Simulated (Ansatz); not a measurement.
# C8H18: a ladder of functionals and wavefunction methods

One table from this session's results is given with a row withheld; the runs are named, their logs left out.

Program: Ansatz 0.2.0, Gaussian basis. Level of theory: functionals in def2-TZVPP, the program's frozen cores in correlated methods. These are calculated values, not measurements.

The runs, in order: PBE-D4, r2SCAN-D4, PBE0-D4, B3LYP-D4, ωB97X-V, ωB97M-V, B2PLYP; CCSD(T)/def2-TZVPP; MP2/def2-QZVPP; extrapolation to the limit.

## The geometry

The geometry comes from an earlier relaxation with PBE0-D4 in a triple-zeta def2 set; it is a stationary point, not always the lowest conformer.

26 atoms, charge 0, spin multiplicity 1.

Atoms are counted from 1 here; the program's logs count them from 0.

Bond lengths: C1–C2 1.522 Å, C1–H9 1.094 Å, C1–H10 1.091 Å, C1–H11 1.093 Å, C2–C3 1.531 Å, C2–H12 1.095 Å, C2–H13 1.095 Å, C3–C4 1.540 Å, C3–H14 1.096 Å, C3–H15 1.096 Å, C4–C5 1.528 Å, C4–C6 1.528 Å, C4–C7 1.535 Å, C5–H16 1.094 Å, C5–H17 1.094 Å, C5–H18 1.092 Å, C6–H19 1.093 Å, C6–H20 1.094 Å and more. Angles: C2–C1–H9 110.8°, C2–C1–H10 112.5°, C2–C1–H11 110.9°, H9–C1–H10 107.5°, H9–C1–H11 107.5°, H10–C1–H11 107.5°, C1–C2–C3 115.2°, C1–C2–H12 107.9°, C1–C2–H13 109.6°, C3–C2–H12 108.3°, C3–C2–H13 110.1°, H12–C2–H13 105.3°, C2–C3–C4 118.0°, C2–C3–H14 108.9°, C2–C3–H15 108.7°, C4–C3–H14 109.0°, C4–C3–H15 106.2°, H14–C3–H15 105.3° and more.

Set-up of the first run:

The input, in.yaml:

```yaml
crystal:
  periodic: [false, false, false]
  atoms:
    - {symbol: C, position_ang: [-1.891192, 0.085563, 1.846724]}
    - {symbol: C, position_ang: [-1.635685, 0.955406, 0.624721]}
    - {symbol: C, position_ang: [-0.161689, 1.151008, 0.260327]}
    - {symbol: C, position_ang: [0.469564, 0.174914, -0.749070]}
    - {symbol: C, position_ang: [1.930181, 0.580806, -0.936446]}
    - {symbol: C, position_ang: [-0.232791, 0.296986, -2.100042]}
    - {symbol: C, position_ang: [0.381397, -1.290936, -0.300578]}
    - {symbol: C, position_ang: [1.130483, -1.652113, 0.971368]}
    - {symbol: H, position_ang: [-1.371870, 0.484612, 2.722944]}
    - {symbol: H, position_ang: [-1.552943, -0.942160, 1.705525]}
    - {symbol: H, position_ang: [-2.957297, 0.049984, 2.084703]}
    - {symbol: H, position_ang: [-2.075609, 1.939585, 0.814244]}
    - {symbol: H, position_ang: [-2.185828, 0.554116, -0.232278]}
    - {symbol: H, position_ang: [0.434203, 1.148424, 1.180655]}
    - {symbol: H, position_ang: [-0.034660, 2.153476, -0.163755]}
    - {symbol: H, position_ang: [2.443816, -0.104645, -1.617269]}
    - {symbol: H, position_ang: [1.998349, 1.586341, -1.360996]}
    - {symbol: H, position_ang: [2.474206, 0.586588, 0.010876]}
    - {symbol: H, position_ang: [-1.270262, -0.042633, -2.054357]}
    - {symbol: H, position_ang: [0.276556, -0.311423, -2.852638]}
    - {symbol: H, position_ang: [-0.232650, 1.333088, -2.450756]}
    - {symbol: H, position_ang: [0.759862, -1.912598, -1.120909]}
    - {symbol: H, position_ang: [-0.675286, -1.559371, -0.195550]}
    - {symbol: H, position_ang: [0.815954, -1.042903, 1.821407]}
    - {symbol: H, position_ang: [0.954435, -2.697271, 1.236858]}
    - {symbol: H, position_ang: [2.208757, -1.524836, 0.854312]}
basis:
  gaussian: {orbitals: def2-TZVPP}
hamiltonian: {xc: pbe, dispersion: d4}
output: {forces: true, orbitals: {seedname: orbitals}}
```

On the command line:

```
$ ansatz run in.yaml --threads 4 --pin off --events-out ev --progress --plain --max-ram 66560MiB --backend cuda --devices 0, --max-vram 37GiB
```

Steps of the session up to this table: PBE-D4 (GGA); r2SCAN-D4 (meta-GGA); PBE0-D4 (hybrid); B3LYP-D4 (hybrid); ωB97X-V (range-separated); ωB97M-V (range-separated); B2PLYP (double hybrid); CCSD(T) in def2-TZVPP; MP2 in def2-QZVPP.

One table of the session follows, with a row left open; its other results are not shown here.

| method | atoms, summed (eV) | atomisation energy (kcal/mol) |
| --- | --- | --- |
| PBE-D4 | -8472.560 | 2517.3 |
| r2SCAN-D4 | -8480.756 | 2482.2 |
| PBE0-D4 | -8475.303 | 2495.1 |
| B3LYP-D4 | -8487.629 | 2479.3 |
| ωB97X-V | -8484.009 | 2481.0 |
| ωB97M-V | -8480.839 | 2484.5 |
| B2PLYP | ? | ? |
| HF/def2-TZVPP | -8450.126 | 1884.5 |
| MP2/def2-TZVPP | -8464.518 | 2449.2 |
| CCSD/def2-TZVPP | -8468.961 | 2402.0 |
| CCSD(T)/def2-TZVPP | -8469.403 | 2429.9 |
| MP2/CBS | -8466.986 | 2497.7 |
| CCSD(T)/CBS | -8471.871 | 2478.4 |

Q: Estimate the row for B2PLYP from the others.

The run gave: atoms, summed (eV): -8478.831; atomisation energy (kcal/mol): 2452.9. In the column «atoms, summed (eV)» it lies between r2SCAN-D4 (-8480.756) and PBE0-D4 (-8475.303).

Limits of these values: Free atoms (8 C, 18 H) were run apart at each level; the atomisation energy is their sum less the molecule, without zero-point or spin-orbit terms.
